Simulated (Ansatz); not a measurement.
Reactions of C₃H₆N₂, SMILES `CNC1C=N1`.

Computed with Ansatz on PBE0-D4/def2-TZVP structures; ΔE is electronic, products minus reactants. CBS: MP2 limit from def2 TZ/QZ plus the TZ coupled-cluster correction, frozen cores. This one scheme is used for every species, atoms too. Functionals use def2-TZVPP. No spin–orbit coupling; open shells (•) take unrestricted orbitals. Spin–orbit coupling would lower the free atoms: a little for C. Each species was taken in one conformer, which may not be the lowest.

```tsv
reaction	PBE0-D4 (eV)	r2SCAN-D4 (eV)	HF/CBS(def2) (eV)	PBE-D4 (eV)	CCSD(T)/CBS(def2) (eV)
`CNC1C=N1` → `C#CNCN`	-0.06	-0.08	-0.34	-0.04	-0.15
`CNC1C=N1` → `C=NC(C)=N`	-1.37	-1.47	-1.65	-1.41	-1.44
`CNC1C=N1` → 3 C• + 6 H• + 2 N•	45.14	44.61	30.20	46.42	44.52
`CNC1C=N1` + `C=N` → `C=NC1C=N1` + CH₃NH₂	-0.07	-0.09	-0.04	-0.08	-0.06
`CNC1C=N1` + H₂ → `C1=NC1` + CH₃NH₂	-0.50	-0.47	-0.75	-0.44	-0.53
```

Largest T1 diagnostic: 0.013, for `C=NC(C)=N`.
